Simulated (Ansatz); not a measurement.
Ligand exchange: SiH2(CH3)(OH) + SiN2H6 → SiH2(OH)(SiH3) + CH6N2

Gas-phase species: SiH2(CH3)(OH), singlet; SiN2H6 `NN[SiH3]`, singlet; SiH2(OH)(SiH3) (disilanol), singlet; CH6N2 (methylhydrazine) `CNN`, singlet. The partners trade CH3 for SiH3: Si–CH3 and N–SiH3 bonds give way to Si–SiH3 and N–CH3.

Shapes, held fixed at every level: PBE0-D4/def2-TZVP. Flexible molecules stand in one conformer, not always the lowest. Programs: Ansatz 0.2.0. The zero-point and thermal change to 298 K, harmonic and unscaled (PBE0-D4/def2-TZVP), is +3.7 kJ/mol.

```tsv
level	kind	ΔH(298 K) (kJ/mol)	less CCSD(T)/CBS estimate
HF/def2-TZVPP	Hartree–Fock	+125.3	+5.4
B3LYP-D4/def2-TZVPP	global hybrid	+116.8	-3.1
r2SCAN0-D4/def2-TZVPP	global hybrid	+118.9	-1.0
wB97M-V/def2-TZVPP	range-separated hybrid	+125.3	+5.4
CCSD(T)/def2-SVP	coupled cluster or CI	+101.0	-18.9
CCSD/def2-SVP	coupled cluster or CI	+102.7	-17.2
CCSD/def2-TZVPP	coupled cluster or CI	+118.8	-1.1
CCSD(T)/CBS estimate	coupled cluster or CI	+119.9	0.0
```

The highest level, CCSD(T)/CBS estimate, gives ΔH(298 K) = +119.9 kJ/mol; the levels span +101.0 to +125.3. The column of differences is taken from that level and isn't an error. No measured value is set beside it here. The CBS estimate extrapolates MP2 from def2-TZVPP and def2-QZVPP and adds CCSD(T) − MP2 in the triple-zeta set, cores frozen.
